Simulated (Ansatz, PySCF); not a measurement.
System: C$_{2}$HO (charge -1, singlet). It need not be the lowest isomer of its formula. Whether it binds its extra electron was not tested at this geometry. 
Geometry from a B3LYP-D3(BJ)/def2-TZVP (Ansatz, a first-principles code) optimisation:
```xyz
4

C     -0.0312    -0.0638    -1.2579
C      0.0043    -0.0234    -0.0030
H      0.0717    -0.7629    -2.0591
O      0.0113     0.1608     1.2030
```
Charge -1, spin multiplicity 1.

Total electronic energies in hartree. Cores are frozen in the correlated levels unless marked. No spin-orbit coupling. No relativistic terms. CBS(X,Y): correlation extrapolated as X^-3; Hartree-Fock from the larger set. [CCSD(T)-MP2]/basis is that difference in the basis named.

```json
[
 {"level": "HF/STO-3G", "program": "Ansatz", "energy (Eh)": "-148.93966"},
 {"level": "HF/aug-cc-pVDZ", "program": "Ansatz", "energy (Eh)": "-151.14216"},
 {"level": "HF-D3(BJ)/def2-TZVPD", "program": "PySCF + dftd3", "energy (Eh)": "-151.19802"},
 {"level": "RI-HF/aug-cc-pVQZ", "program": "Ansatz", "energy (Eh)": "-151.18717"},
 {"level": "SVWN5/def2-TZVPD", "program": "Ansatz", "energy (Eh)": "?"},
 {"level": "revPBE-D3(BJ)/def2-TZVPD", "program": "Ansatz + dftd3", "energy (Eh)": "?"},
 {"level": "TPSS/def2-TZVPD", "program": "PySCF", "energy (Eh)": "?"},
 {"level": "PW6B95-D4/def2-TZVPD", "program": "PySCF + dftd4", "energy (Eh)": "-152.25283"},
 {"level": "HSE06-D3(BJ)/def2-TZVPD", "program": "Ansatz + dftd3", "energy (Eh)": "-151.88509"},
 {"level": "B2GP-PLYP-D4/def2-TZVPD", "program": "Ansatz + dftd4", "energy (Eh)": "-151.92516"},
 {"level": "SCS-MP2/aug-cc-pVTZ", "program": "Ansatz", "energy (Eh)": "-151.73204"},
 {"level": "CCSD(T)/STO-3G", "program": "Ansatz", "energy (Eh)": "-149.15359"},
 {"level": "CCSD(T)/6-31G", "program": "Ansatz", "energy (Eh)": "-151.35585"},
 {"level": "CCSD(T)/aug-cc-pVDZ", "program": "Ansatz", "energy (Eh)": "-151.64338"},
 {"level": "RI-MP2/CBS(aug-cc-pVTZ,aug-cc-pVQZ)+[CCSD(T)-MP2]/aug-cc-pVTZ", "program": "Ansatz", "energy (Eh)": "-151.8419"}
]
```

### Question
Complete the blanks.

### Answer

- SVWN5/def2-TZVPD, energy (Eh): -150.83769
- revPBE-D3(BJ)/def2-TZVPD, energy (Eh): -152.03655
- TPSS/def2-TZVPD, energy (Eh): -152.09180
